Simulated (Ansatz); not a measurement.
Geometry optimisation, UKS B3LYP/6-31G (Ansatz).

input.yaml

```yaml
crystal:
  periodic: [false, false, false]
  atoms:
    - { symbol: O, position_ang: [-0.8862, 0.1712, -0.8412] }
    - { symbol: C, position_ang: [-0.1264, 0.283, 0.2909] }
    - { symbol: O, position_ang: [1.1109, 0.7331, -0.1342] }
    - { symbol: S, position_ang: [0.0871, -1.3215, 1.0472] }
    - { symbol: H, position_ang: [-1.0391, 1.1354, -1.1423] }
    - { symbol: H, position_ang: [-1.2479, -0.75015, -0.82176] }
    - { symbol: H, position_ang: [1.6868, -0.0855, -0.1929] }
    - { symbol: H, position_ang: [-0.1967, -1.9882, -0.0875] }
magnetization:
  spin_polarized: true
basis:
  gaussian: { orbitals: "6-31G" }
hamiltonian:
  xc: b3lyp
relax:
  f_tol: 0.02
  max_steps: 50
```

Command:

```bash
$ ansatz run input.yaml --threads 1 --pin off --max-ram 2048MiB --backend cpu --events-out ev --progress --plain --runs-dir out
```

Where does it end, and by what steps?

The run converged. The force dipped under the threshold on the way, but the program's further checks kept it going. Limits of this set-up: no polarisation functions. After 27 steps the energy has fallen by 3.902 eV; C2 moved furthest, 1.92 Å. Parted: O1–C2.

```json
{"step": "0", "energy less start (eV)": "0.0000", "largest force component (eV/Å)": "5.785", "accepted": "yes"}
{"step": "1", "energy less start (eV)": "-1.4219", "largest force component (eV/Å)": "3.019", "accepted": "yes"}
{"step": "2", "energy less start (eV)": "-1.9951", "largest force component (eV/Å)": "2.362", "accepted": "yes"}
{"step": "3", "energy less start (eV)": "-2.3351", "largest force component (eV/Å)": "1.873", "accepted": "yes"}
{"step": "4", "energy less start (eV)": "-2.6902", "largest force component (eV/Å)": "1.959", "accepted": "yes"}
{"step": "5", "energy less start (eV)": "-2.9280", "largest force component (eV/Å)": "1.104", "accepted": "yes"}
{"step": "6", "energy less start (eV)": "-3.0688", "largest force component (eV/Å)": "0.938", "accepted": "yes"}
{"step": "7", "energy less start (eV)": "-3.1339", "largest force component (eV/Å)": "0.439", "accepted": "yes"}
{"step": "8", "energy less start (eV)": "-3.1808", "largest force component (eV/Å)": "0.719", "accepted": "yes"}
{"step": "9", "energy less start (eV)": "-3.1352", "largest force component (eV/Å)": "2.061", "accepted": "no"}
{"step": "10", "energy less start (eV)": "-3.2242", "largest force component (eV/Å)": "0.396", "accepted": "yes"}
{"step": "11", "energy less start (eV)": "-3.2553", "largest force component (eV/Å)": "0.409", "accepted": "yes"}
{"step": "12", "energy less start (eV)": "-3.2987", "largest force component (eV/Å)": "0.858", "accepted": "yes"}
{"step": "13", "energy less start (eV)": "-3.3721", "largest force component (eV/Å)": "0.649", "accepted": "yes"}
{"step": "14", "energy less start (eV)": "-3.4481", "largest force component (eV/Å)": "0.864", "accepted": "yes"}
{"step": "15", "energy less start (eV)": "-3.5359", "largest force component (eV/Å)": "0.470", "accepted": "yes"}
{"step": "16", "energy less start (eV)": "-3.6147", "largest force component (eV/Å)": "0.917", "accepted": "yes"}
{"step": "17", "energy less start (eV)": "-3.6897", "largest force component (eV/Å)": "0.759", "accepted": "yes"}
{"step": "18", "energy less start (eV)": "-3.7373", "largest force component (eV/Å)": "1.359", "accepted": "yes"}
{"step": "19", "energy less start (eV)": "-3.8291", "largest force component (eV/Å)": "0.258", "accepted": "yes"}
{"step": "20", "energy less start (eV)": "-3.8616", "largest force component (eV/Å)": "0.301", "accepted": "yes"}
{"step": "21", "energy less start (eV)": "-3.8706", "largest force component (eV/Å)": "0.523", "accepted": "yes"}
{"step": "22", "energy less start (eV)": "-3.8805", "largest force component (eV/Å)": "0.530", "accepted": "yes"}
{"step": "23", "energy less start (eV)": "-3.9006", "largest force component (eV/Å)": "0.086", "accepted": "yes"}
{"step": "24", "energy less start (eV)": "-3.9018", "largest force component (eV/Å)": "0.039", "accepted": "yes"}
{"step": "25", "energy less start (eV)": "-3.9023", "largest force component (eV/Å)": "0.004", "accepted": "yes"}
{"step": "26", "energy less start (eV)": "-3.9023", "largest force component (eV/Å)": "0.039", "accepted": "yes"}
{"step": "27", "energy less start (eV)": "-3.9024", "largest force component (eV/Å)": "0.013", "accepted": "yes"}
```

```xyz
8
Properties=species:S:1:pos:R:3
O -0.880 0.167 -1.383
C 1.536 -0.097 1.183
O 1.147 0.606 0.147
S 0.394 -1.642 1.560
H -1.722 0.647 -1.301
H -0.810 -0.298 -2.234
H 0.338 0.417 -0.448
H -0.616 -1.621 0.594
```

The run took 96 s on 1 thread of Arm Neoverse V1 (shared host), peak memory 0.14 GiB.
